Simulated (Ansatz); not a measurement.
Density of states of BaSr3 (I4/mmm, a = 6.213 Å, b = 6.213 Å, c = 12.309 Å, α = 90.00°, β = 90.00°, γ = 90.00°), in states per eV and primitive cell, averaged over bins of 0.3 eV. Computed with Ansatz, DFT r2SCAN, scalar-relativistic, plane waves, PAW.

Plane waves to 500 eV, a k mesh through Γ of 10×10×10 on the computed 4-atom cell and Gaussian smearing (0.10 eV); no spin polarisation.

The cell is relaxed at this level. The states (both spins) are summed by tetrahedra on a 15×15×15 mesh at the self-consistent density. Energies are bin centres; the table starts no lower than −8 eV and ends at 6 eV, or lower where the solved bands end.

It is a metal at this level.

```
E − E_F (eV) total Sr 5s Ba 6s
       -3.50   0.24   0.17   0.06
       -3.20   0.63   0.46   0.15
       -2.90   0.90   0.66   0.20
       -2.60   1.17   0.88   0.24
       -2.30   1.48   1.16   0.25
       -2.00   1.73   1.39   0.25
       -1.70   2.19   1.72   0.31
       -1.40   2.48   1.83   0.37
       -1.10   3.24   2.27   0.45
       -0.80   3.66   2.01   0.72
       -0.50   4.11   1.46   1.06
       -0.20   3.96   0.85   0.61
        0.10   5.59   0.35   0.19
        0.40  10.23   0.32   0.25
        0.70   6.00   0.08   0.07
        1.00   9.43   0.19   0.05
        1.30   7.38   0.11   0.04
        1.60   5.41   0.04   0.01
        1.90   3.75   0.01   0.00
```

The columns after the total are the Löwdin projections on the occupied valence shells of the potentials. The rest of the total lies in shells that are empty in the free atom, which aren't projected, and between the atoms.

Spin-orbit coupling is left out, which matters for the bands of heavy elements.

Whether BaSr3 exists in this form wasn't checked.

Cost: 1 run of about 5.9 core-minutes, on Intel Xeon Platinum 8488C (Sapphire Rapids) (shared hosts).